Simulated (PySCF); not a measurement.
**SOF₄: structure of the singlet**

Aim: relax SOF₄ as a singlet from a PBE0 minimum start, check by its vibrations whether the end is a minimum, and collect its spectrum and constants.

Method: PBE0, basis S def2-TZVP, O def2-TZVP, F def2-TZVP, no relativity, density fitting; program: PySCF 2.14.0.

**1. Starting geometry**

6 atoms, charge 0, spin multiplicity 1.

Bond lengths: S1–O2 1.409 Å, S1–F3 1.599 Å, S1–F4 1.599 Å, S1–F5 1.546 Å, S1–F6 1.546 Å. Angles: O2–S1–F3 97.7°, O2–S1–F4 97.7°, O2–S1–F5 123.6°, O2–S1–F6 123.6°, F3–S1–F4 164.5°, F3–S1–F5 85.7°, F3–S1–F6 85.7°, F4–S1–F5 85.7°, F4–S1–F6 85.7°, F5–S1–F6 112.7°.

Z-matrix (Å, degrees; charge 0 multiplicity 1):
```
S
O  1 1.4092
F  1 1.5987 2 97.73
F  1 1.5987 2 97.73 3 180.00
F  1 1.5460 2 123.63 3 90.00
F  1 1.5460 2 123.63 3 -90.00
```

**2. The SCF at the typed geometry**

One driver script runs all steps and calls PySCF; scf.py shows how it sets up the SCF of each step. The optimiser is the driver's own. After this first run the driver tries any further starts and a stability analysis.

Input file scf.py:

```python
from pyscf import gto, scf, dft
mol = gto.M(atom='''
S      0.146530     0.000000     0.000000
O      1.555760     0.000000     0.000000
F     -0.068440     1.584180    -0.000000
F     -0.068440    -1.584180    -0.000000
F     -0.709760     0.000000    -1.287180
F     -0.709760    -0.000000     1.287180''',
    basis={'S': 'def2-TZVP', 'O': 'def2-TZVP', 'F': 'def2-TZVP'},
    charge=0, spin=0)
mf = dft.RKS(mol, xc='PBE0')
mf.grids.atom_grid = (50, 194)
aux = {'S': 'def2-universal-JKFIT', 'O': 'def2-universal-JKFIT', 'F': 'def2-universal-JKFIT'}
mf = mf.density_fit(auxbasis=aux)
mf.conv_tol = 1e-08
mf.diis_space = 10
mf.max_cycle = 60
mf.init_guess = 'minao'
mf.verbose = 4
mf.kernel()
```

Command:

```sh
$ OMP_NUM_THREADS=4 python axn.py task.json out
```

What it wrote:

```text
init E= -873.888420757526
  HOMO = -0.435732794062333  LUMO = -0.0512833094499925  gap/eV = 10.46140
cycle= 1 E= -872.091411629308  delta_E=  1.8  |g|= 1.29  |ddm|= 2.68
  HOMO = -0.292767521872968  LUMO = -0.123941967109566  gap/eV = 4.59398
cycle= 2 E= -871.503070473313  delta_E= 0.588  |g|= 2.34  |ddm|= 1.95
  HOMO = -0.397942532413161  LUMO = -0.036363114323791  gap/eV = 9.83908
cycle= 3 E= -872.351832644573  delta_E= -0.849  |g|= 0.232  |ddm|= 1.32
  HOMO = -0.373807501130492  LUMO = -0.0432172931707697  gap/eV = 8.99582
cycle= 4 E= -872.358914227569  delta_E= -0.00708  |g|= 0.113  |ddm|= 0.17
  HOMO = -0.383850343697073  LUMO = -0.0420358810859867  gap/eV = 9.30125
cycle= 5 E= -872.360893682204  delta_E= -0.00198  |g|= 0.0117  |ddm|= 0.052
  HOMO = -0.383100519330042  LUMO = -0.0402376194562564  gap/eV = 9.32977
cycle= 6 E= -872.36091039293  delta_E= -1.67e-05  |g|= 0.00652  |ddm|= 0.00864
  HOMO = -0.383131668035335  LUMO = -0.0401924135546423  gap/eV = 9.33185
cycle= 7 E= -872.360916397854  delta_E= -6e-06  |g|= 0.00142  |ddm|= 0.00334
  HOMO = -0.383397518981642  LUMO = -0.040315505200347  gap/eV = 9.33574
cycle= 8 E= -872.360916711236  delta_E= -3.13e-07  |g|= 0.000217  |ddm|= 0.000859
  HOMO = -0.383373439102405  LUMO = -0.0402959538033585  gap/eV = 9.33561
cycle= 9 E= -872.360916718431  delta_E= -7.2e-09  |g|= 3.98e-05  |ddm|= 0.000113
  HOMO = -0.383370680463543  LUMO = -0.0403068898114682  gap/eV = 9.33524
Extra cycle  E= -872.360916718261  delta_E= 1.71e-10  |g|= 5.27e-05  |ddm|= 5.57e-05
converged SCF energy = -872.360916718261
```

This step, with its further starts and checks, needed 26 s of wall time on 4 threads of Arm Neoverse N1, shared host.

No lower closed-shell solution turned up in the test of internal stability.

**3. PBE0 minimum start, singlet: relaxation**

The program finds C2v symmetry in the start, which this walk keeps.

scf.py, as its differences from that of step 2:

```diff
@@ -5,2 +5,2 @@
-F     -0.068440     1.584180    -0.000000
-F     -0.068440    -1.584180    -0.000000
+F     -0.068440     1.584180     0.000000
+F     -0.068440    -1.584180     0.000000
@@ -8 +8 @@
-F     -0.709760    -0.000000     1.287180''',
+F     -0.709760     0.000000     1.287180''',
@@ -18 +17,0 @@
-mf.init_guess = 'minao'
```

Energy and gradient, step by step:

```csv
step,energy (Eh),change (kJ/mol),largest symmetric gradient (Eh/bohr)
0,-872.360917,0.00,0.00010
```

The walk took 3.5 s.

After 0 steps and 0.0 kJ/mol it ends at C2v: S–F 1.546 Å (×2), S–F 1.599 Å (×2), S–O 1.409 Å; F–S–F 85.7° (×4), F–S–F 112.7°, F–S–F 164.5°, F–S–O 97.7° (×2), F–S–O 123.6° (×2).

**4. Is it a minimum? Harmonic modes**

On the finer grid the gradient is checked again; gradients at displacements of ±0.02 bohr then give force constants and infrared intensities.

scf.py, as its differences from that of step 3:

```diff
@@ -3,6 +3,6 @@
-S      0.146530     0.000000     0.000000
-O      1.555760     0.000000     0.000000
-F     -0.068440     1.584180     0.000000
-F     -0.068440    -1.584180     0.000000
-F     -0.709760     0.000000    -1.287180
-F     -0.709760     0.000000     1.287180''',
+S      0.146556     0.000000     0.000000
+O      1.555791     0.000000     0.000000
+F     -0.068370     1.584135     0.000000
+F     -0.068370    -1.584135     0.000000
+F     -0.709858     0.000000    -1.286991
+F     -0.709858     0.000000     1.286991''',
@@ -12 +12 @@
-mf.grids.atom_grid = (50, 194)
+mf.grids.atom_grid = (75, 302)
@@ -15 +15 @@
-mf.conv_tol = 1e-08
+mf.conv_tol = 1e-10
```

The driver hands on the density of the step before, so the log starts near convergence.

SCF at the final geometry:

```text
init E= -872.360978714637
  HOMO = -0.38335814522515  LUMO = -0.0401966246415384  gap/eV = 9.33790
cycle= 1 E= -872.360978714602  delta_E= 3.46e-11  |g|= 1.69e-05  |ddm|= 1.33e-05
  HOMO = -0.383353336889695  LUMO = -0.0401972863897839  gap/eV = 9.33775
cycle= 2 E= -872.360978714479  delta_E= 1.23e-10  |g|= 3.17e-05  |ddm|= 2.51e-05
  HOMO = -0.383356304638913  LUMO = -0.0401966000356495  gap/eV = 9.33785
cycle= 3 E= -872.360978714648  delta_E= -1.68e-10  |g|= 1.27e-06  |ddm|= 1.66e-05
  HOMO = -0.383356352483608  LUMO = -0.0401966850069542  gap/eV = 9.33785
cycle= 4 E= -872.360978714649  delta_E= -1.14e-12  |g|= 2.06e-07  |ddm|= 5.72e-07
  HOMO = -0.383356382767219  LUMO = -0.0401967298374402  gap/eV = 9.33785
Extra cycle  E= -872.360978714648  delta_E= 1.14e-12  |g|= 3.06e-07  |ddm|= 2.75e-07
converged SCF energy = -872.360978714648
```

The whole step took 2.4 min.

Geometry: C2v; S–F 1.546 Å (×2), S–F 1.599 Å (×2), S–O 1.409 Å; F–S–F 85.7° (×4), F–S–F 112.7°, F–S–F 164.5°, F–S–O 97.7° (×2), F–S–O 123.6° (×2).

Harmonic modes (main isotopes):

```json
{"symmetry": "a1", "ω (cm⁻¹)": "178", "IR (km/mol)": "0.0", "μ (u)": "19.00"}
{"symmetry": "b2", "ω (cm⁻¹)": "266", "IR (km/mol)": "0.1", "μ (u)": "17.58"}
{"symmetry": "b1", "ω (cm⁻¹)": "553", "IR (km/mol)": "0.0", "μ (u)": "17.77"}
{"symmetry": "a2", "ω (cm⁻¹)": "558", "IR (km/mol)": "0.0", "μ (u)": "19.00"}
{"symmetry": "b2", "ω (cm⁻¹)": "561", "IR (km/mol)": "21.9", "μ (u)": "20.08"}
{"symmetry": "a1", "ω (cm⁻¹)": "567", "IR (km/mol)": "27.0", "μ (u)": "20.12"}
{"symmetry": "a1", "ω (cm⁻¹)": "600", "IR (km/mol)": "3.6", "μ (u)": "19.05"}
{"symmetry": "b1", "ω (cm⁻¹)": "638", "IR (km/mol)": "34.7", "μ (u)": "19.12"}
{"symmetry": "a1", "ω (cm⁻¹)": "809", "IR (km/mol)": "56.0", "μ (u)": "19.25"}
{"symmetry": "b1", "ω (cm⁻¹)": "844", "IR (km/mol)": "504", "μ (u)": "25.19"}
{"symmetry": "b2", "ω (cm⁻¹)": "937", "IR (km/mol)": "270", "μ (u)": "24.40"}
{"symmetry": "a1", "ω (cm⁻¹)": "1412", "IR (km/mol)": "248", "μ (u)": "20.33"}
```

μ is the mass of the mode for normalised Cartesian displacements, not the reduced mass of the usual diatomic formula.

No imaginary mode, so this is a minimum.

Properties at this point:

```
Dipole moment                                                   : 1.23 D
Highest occupied level                                          : -10.43 eV
Lowest empty level                                              : -1.09 eV
Rotational constants                                            : 0.1386, 0.1094, 0.1065 cm⁻¹
Zero-point energy                                               : 47.4 kJ/mol
Principal polarisabilities                                      : 24.0, 26.3, 26.8 bohr³
Atomisation energy without zero-point energy                    : 1743 kJ/mol
Principal traceless quadrupole moments about the centre of mass : -2.25, -1.31, 3.56 D Å
Entropy at 298.15 K and 1 bar                                   : 304.7 J/(mol K)
Heat capacity Cp at 298.15 K                                    : 82.8 J/(mol K)
Enthalpy at 298.15 K above 0 K                                  : 15.93 kJ/mol
Rotational symmetry number                                      : 2
```

Charges (e) and bond orders:

```json
{"atom": "S1", "Mulliken": "1.00", "Löwdin": "0.39", "polar tensor": "2.95", "Mayer order to S1": "–"}
{"atom": "O2", "Mulliken": "-0.33", "Löwdin": "-0.20", "polar tensor": "-0.66", "Mayer order to S1": "2.08"}
{"atom": "F3,4", "Mulliken": "-0.21", "Löwdin": "-0.10", "polar tensor": "-0.59", "Mayer order to S1": "1.05"}
{"atom": "F5,6", "Mulliken": "-0.12", "Löwdin": "0.00", "polar tensor": "-0.55", "Mayer order to S1": "1.13"}
```

Outer orbital energies (eV). occupied: -14.91, -13.79, -13.29, -13.02, -12.94, -12.34, -11.70, -10.43; empty: -1.09, 1.22, 2.33, 3.53.

Mulliken populations on S1: s 5.19, p 8.40, d 1.21, f 0.20.

**5. Results**

```
                                 quantity                                                                                                                               value
                                  minimum                                                                                                                        singlet, C2v
                                 geometry  S–F 1.546 Å (×2), S–F 1.599 Å (×2), S–O 1.409 Å; F–S–F 85.7° (×4), F–S–F 112.7°, F–S–F 164.5°, F–S–O 97.7° (×2), F–S–O 123.6° (×2)
                       wavenumbers (cm⁻¹)             178 (a1), 266 (b2), 553 (b1), 558 (a2), 561 (b2), 567 (a1), 600 (a1), 638 (b1), 809 (a1), 844 (b1), 937 (b2), 1412 (a1)
                            dipole moment                                                                                                                              1.23 D
     highest occupied, lowest empty level                                                                                                                    -10.43, -1.09 eV
                polar-tensor charge of S1                                                                                                                             +2.95 e
                        zero-point energy                                                                                                                         47.4 kJ/mol
                      entropy at 298.15 K                                                                                                                     304.7 J/(mol K)
atomisation energy (no zero-point energy)                                                                                                                         1743 kJ/mol
```

**Reading.** The PBE0 minimum start keeps its C2v symmetry and ends in a minimum. In the infrared the band at 844 cm⁻¹ (b1, mixed) leads. Only this shape and spin were tried, so other structures or states may lie lower.

The search up to here took 2.9 min.
